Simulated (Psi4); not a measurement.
# Si2H4O (SMILES [SiH]O[SiH3]): revPBE/6-311+G(d,p)

Aim: the energy change on altering one bond length of Si2H4O at revPBE/6-311+G**, from 2 runs. 

The calculation is run with Psi4 1.11.

1 further run of the same task is left out (set aside as unsound or not needed).

### 1 The structure to begin with

Si2H4O: 7 atoms, total charge 0, spin state singlet. As SMILES, `[SiH]O[SiH3]`. The coordinates come from a PBE0-D4/def2-TZVP relaxation. This is one conformer, not always the lowest.

Bond lengths: Si1–O2 1.645 Å, O2–Si3 1.652 Å, Si1–H4 1.549 Å, Si3–H5 1.486 Å, Si3–H6 1.483 Å, Si3–H7 1.483 Å. Angles: Si1–O2–Si3 142.3°, O2–Si1–H4 97.6°, O2–Si3–H5 109.8°, O2–Si3–H6 108.5°, O2–Si3–H7 108.5°, H5–Si3–H6 110.1°, H5–Si3–H7 110.1°, H6–Si3–H7 109.7°.

### 2 A single-point energy at revPBE/6-311+G(d,p)

Input file run.py:

```python
import psi4

psi4.set_memory('1600 MB')
psi4.set_num_threads(1)
psi4.set_output_file('h4osi2.out', False)

geom = psi4.geometry("""
0 1
Si
O 1 1.64538
Si 2 1.651868 1 142.27553
H 1 1.54914 2 97.63255 3 0.12005
H 3 1.485727 2 109.81607 1 -0.841
H 3 1.483183 5 110.09875 2 -119.45291
H 3 1.483208 6 109.72317 5 121.34645
units angstrom
symmetry c1
""")

options = {'basis': '6-311+G**', 'reference': 'rks', 'puream': True, 'e_convergence': 1e-09, 'd_convergence': 1e-08, 'scf_type': 'pk', 'dft_radial_points': 99, 'dft_spherical_points': 590}
psi4.set_options(options)

E, wfn = psi4.energy("revpbe", return_wfn=True)
psi4.oeprop(wfn, "LOWDIN_CHARGES", "DIPOLE", "MULLIKEN_CHARGES", title="REVPBE")
print(f'revpbe energy: {E:.10f} Eh')
```

Launch:

```
python run.py
```

h4osi2.out (excerpt; [...] marks lines left out):

```text
[...]
  Running in c1 symmetry.
[...]
  Nuclear repulsion =  140.853086255579939
[...]
  Multiplicity = 1
[...]
  Nalpha       = 20
  Nbeta        = 20
[...]
    Number of basis functions: 106
[...]
   @RKS iter   1:  -656.20184063485704   -1.98080e-01   8.78145e-03 DIIS/ADIIS
[...]
   @RKS iter  12:  -656.51056303701762   -6.70752e-12   8.83939e-09 DIIS
[...]
    Orbital Energies [Eh]
    ---------------------
    Doubly Occupied:
       1A    -65.440609     2A    -65.435443     3A    -18.779438
       4A     -5.082011     5A     -5.081812     6A     -3.492471
       7A     -3.489170     8A     -3.487080     9A     -3.485624
      10A     -3.485582    11A     -3.481301    12A     -0.928246
      13A     -0.538493    14A     -0.444915    15A     -0.380030
      16A     -0.366379    17A     -0.340964    18A     -0.296137
      19A     -0.290465    20A     -0.201402
[...]
  @RKS Final Energy:  -656.51056303701762
   => Energetics <=
    Nuclear Repulsion Energy =            140.8530862555799388
    One-Electron Energy =               -1188.6703537745984249
    Two-Electron Energy =                 443.0948601671875622
    DFT Exchange-Correlation Energy =     -51.7881556851866449
    Empirical Dispersion Energy =           0.0000000000000000
    VV10 Nonlocal Energy =                  0.0000000000000000
    Total Energy =                       -656.5105630370176186
[...]
 Multipole Moments:
 ------------------------------------------------------------------------------------
     Multipole            Electronic (a.u.)      Nuclear  (a.u.)        Total (a.u.)
 ------------------------------------------------------------------------------------
 L = 1.  Multiply by 2.5417464519 to convert [e a0] to [Debye]
 Dipole X            :          0.0023852           -0.0026190           -0.0002338
 Dipole Y            :          3.0918647           -3.4271431           -0.3352784
 Dipole Z            :         -3.0709003            3.3302122            0.2593119
 Magnitude           :                                                    0.4238565
[...]
  Mulliken Charges: (a.u.)
   Center  Symbol    Alpha    Beta     Spin     Total
       1    SI     6.85617  6.85617  0.00000  0.28767
       2     O     4.18769  4.18769  0.00000 -0.37538
       3    SI     6.73060  6.73060  0.00000  0.53880
       4     H     0.58751  0.58751  0.00000 -0.17502
       5     H     0.54500  0.54500  0.00000 -0.09001
       6     H     0.54655  0.54655  0.00000 -0.09309
       7     H     0.54648  0.54648  0.00000 -0.09297
   Total alpha = 20.00000, Total beta = 20.00000, Total charge =  0.00000
  Lowdin Charges: (a.u.)
[...]
```

The script printed:

```text
revpbe energy: -656.5105630370 Eh
```

It took 14 s on 1 thread of Intel Xeon 6975P-C (Granite Rapids), shared host; peak memory 0.62 GiB.

### 3 The distorted shape: energy and gradient at revPBE/6-311+G(d,p)

Input file input.inp:

```
memory 1600 mb

molecule system {
  Si
  O 1 r2
  Si 2 r3 1 a3
  H 1 r4 2 a4 3 d4
  H 3 r5 2 a5 1 d5
  H 3 r6 5 a6 2 d6
  H 3 r7 6 a7 5 d7

  r2 = 1.64538
  r3 = 1.651868
  a3 = 142.27553
  r4 = 1.54914
  a4 = 97.63255
  d4 = 0.12005
  r5 = 1.485727
  a5 = 109.81607
  d5 = -0.841
  r6 = 1.483183
  a6 = 110.09875
  d6 = -119.45291
  r7 = 1.7057
  a7 = 109.72318
  d7 = 121.34643
  symmetry c1
}

set globals {
  basis 6-311+G**
  puream true
  e_convergence 1e-09
  d_convergence 1e-08
  scf_type pk
  dft_radial_points 99
  dft_spherical_points 590
}

result, w = gradient("revpbe", return_wfn=True)
oeprop(w, "WIBERG_LOWDIN_INDICES", "MAYER_INDICES", "LOWDIN_CHARGES", title="REVPBE")
```

Launch:

```
psi4 -i input.inp -o input.out -n 1
```

input.out (excerpt; [...] marks lines left out):

```text
[...]
  Running in c1 symmetry.
[...]
  Nuclear repulsion =  139.984412945819599
[...]
  Multiplicity = 1
[...]
  Nalpha       = 20
  Nbeta        = 20
[...]
    Number of basis functions: 106
[...]
   @RKS iter   1:  -656.19257260444033   -2.28192e-01   8.78210e-03 ADIIS/DIIS
[...]
   @RKS iter  12:  -656.50055606981493   -2.56932e-11   8.53752e-09 DIIS
[...]
  @RKS Final Energy:  -656.50055606981493
   => Energetics <=
    Nuclear Repulsion Energy =            139.9844129458195994
    One-Electron Energy =               -1186.8060301232424081
    Two-Electron Energy =                 442.0621271775168566
    DFT Exchange-Correlation Energy =     -51.7410660699089178
    Empirical Dispersion Energy =           0.0000000000000000
    VV10 Nonlocal Energy =                  0.0000000000000000
    Total Energy =                       -656.5005560698149338
[...]
 Multipole Moments:
 ------------------------------------------------------------------------------------
     Multipole            Electronic (a.u.)      Nuclear  (a.u.)        Total (a.u.)
 ------------------------------------------------------------------------------------
 L = 1.  Multiply by 2.5417464519 to convert [e a0] to [Debye]
 Dipole X            :          0.2668657           -0.1626196            0.1042461
 Dipole Y            :          3.0362919           -3.3886967           -0.3524047
 Dipole Z            :         -3.2780255            3.4391919            0.1611664
 Magnitude           :                                                    0.4012866
[...]
  -Total Gradient:
     Atom            X                  Y                   Z
    ------   -----------------  -----------------  -----------------
       1        0.000080007153    -0.007506954392     0.024785143491
       2        0.000283531996    -0.010040637040    -0.006444800736
       3        0.037248320492    -0.000112928311    -0.041210591978
       4        0.000055277800     0.005275140047     0.000948991864
       5        0.001150411664     0.004654771968     0.000943530626
       6       -0.002956735390    -0.001220948093    -0.003245158792
       7       -0.035868267316     0.008939546682     0.024201545119
[...]
```

Run time: 17 s. Hardware: 1 thread of Intel Xeon 6975P-C (Granite Rapids), shared host; peak memory 0.62 GiB.

### 4 Outcome

At revPBE/6-311+G**:

```
                                                          quantity          value
                                         first shape: total energy  -656.51056 Eh
                                        first shape: dipole moment         1.08 D
                                          first shape: HOMO energy       -5.48 eV
                                          first shape: LUMO energy       -3.10 eV
                                        first shape: HOMO–LUMO gap        2.38 eV
                                     distorted shape: total energy  -656.50056 Eh
                                    distorted shape: dipole moment         1.02 D
                                      distorted shape: HOMO energy       -5.53 eV
                                      distorted shape: LUMO energy       -3.15 eV
                                    distorted shape: HOMO–LUMO gap        2.38 eV
                         distorted shape: largest force on an atom     2.856 eV/Å
energy change with the Si3–H7 bond stretched from 1.483 to 1.706 Å       0.272 eV
```

With the Si3–H7 bond stretched from 1.483 to 1.706 Å the energy rises by 0.27 eV (6.3 kcal/mol). The first shape isn't relaxed at this level, so the change isn't measured from a minimum.
